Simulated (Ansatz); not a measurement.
# BClH4Si: the cost of one run

Computed with the Python package of Ansatz 0.2.0. Level of theory: Hartree-Fock/cc-pVDZ.

### Step 1. Starting point

Bond lengths: B1–Si2 1.886 Å, Si2–Cl3 2.083 Å, B1–H4 1.137 Å, B1–H5 1.237 Å, Si2–H6 1.469 Å, Si2–H7 1.480 Å. Angles: B1–Si2–Cl3 109.4°, B1–Si2–H6 110.0°, B1–Si2–H7 109.2°, Cl3–Si2–H6 109.1°, Cl3–Si2–H7 109.0°, H6–Si2–H7 110.0°, Si2–B1–H4 119.5°, Si2–B1–H5 118.3°, H4–B1–H5 113.5°.

No structure file is read: the coordinates are typed or built in the script.

### Step 2. The code

Contents of bclh4si.py:

```python
'''Interaction energy of two BClH4Si molecules, with the counterpoise correction.'''

import ansatz as az

FIRST = [
    ('B', (-1.0524, -0.0348, -0.4998)),
    ('Si', (0.5476, -0.1268, 0.4949)),
    ('Cl', (1.7095, 1.5559, 0.0964)),
    ('H', (-1.3816, -0.9335, -1.1136)),
    ('H', (-1.3671, 1.0499, -1.0055)),
    ('H', (0.2443, -0.1729, 1.931)),
    ('H', (1.2994, -1.338, 0.0963)),
]
SECOND = [
    ('B', (3.2966, -0.5175, -2.6214)),
    ('Si', (1.9059, -1.667, -3.1713)),
    ('Cl', (2.4048, -2.5341, -4.9988)),
    ('H', (3.0484, 0.5409, -2.2883)),
    ('H', (4.3938, -0.6125, -3.1858)),
    ('H', (1.7065, -2.7268, -2.1745)),
    ('H', (0.6613, -0.8823, -3.333)),
]

def energy(atoms, ghosts=()):
    molecule = az.Crystal.molecule()
    for symbol, xyz in atoms:
        molecule = molecule.atom(symbol, xyz)
    calc = (
        molecule.calculation()
        .basis(gaussian='cc-pVDZ')
        .functional('hf')
        .accuracy('medium')
    )
    deck = calc.input()
    if ghosts:
        deck = deck.set(az.key.basis.gaussian.ghost_atoms, [{'symbol': s, 'position_ang': list(xyz)} for s, xyz in ghosts])
    return az.Session.from_dict(deck).plan().execute().report['free_energy_ev']

# ghost atoms carry the functions of the partner
both = energy(FIRST + SECOND)
alone = energy(FIRST) + energy(SECOND)
ghosted = energy(FIRST, SECOND) + energy(SECOND, FIRST)
print(f'dimer {both:.6f} eV')
print(f'interaction, uncorrected   {(both - alone):8.3f} eV')
print(f'interaction, counterpoise  {(both - ghosted):8.3f} eV')
print(f'basis-set superposition    {(alone - ghosted):8.3f} eV')
```

### Step 3. The calls as engine input

The engine receives this input (first run):

```yaml
crystal:
  periodic: [false, false, false]
  atoms:
    - { symbol: B, position_ang: [-1.0524, -0.0348, -0.4998] }
    - { symbol: Si, position_ang: [0.5476, -0.1268, 0.4949] }
    - { symbol: Cl, position_ang: [1.7095, 1.5559, 0.0964] }
    - { symbol: H, position_ang: [-1.3816, -0.9335, -1.1136] }
    - { symbol: H, position_ang: [-1.3671, 1.0499, -1.0055] }
    - { symbol: H, position_ang: [0.2443, -0.1729, 1.931] }
    - { symbol: H, position_ang: [1.2994, -1.338, 0.0963] }
    - { symbol: B, position_ang: [3.2966, -0.5175, -2.6214] }
    - { symbol: Si, position_ang: [1.9059, -1.667, -3.1713] }
    - { symbol: Cl, position_ang: [2.4048, -2.5341, -4.9988] }
    - { symbol: H, position_ang: [3.0484, 0.5409, -2.2883] }
    - { symbol: H, position_ang: [4.3938, -0.6125, -3.1858] }
    - { symbol: H, position_ang: [1.7065, -2.7268, -2.1745] }
    - { symbol: H, position_ang: [0.6613, -0.8823, -3.333] }
accuracy: medium
basis:
  gaussian:
    orbitals: cc-pVDZ
hamiltonian:
  xc: hf
```

### Step 4. Launch

Command:

```
> python bclh4si.py
```

**Question.** How long does this script take on 1 thread of Arm Neoverse V2, shared host, and how much memory does it need?

About 7.2 s, with a peak of 0.38 GiB.
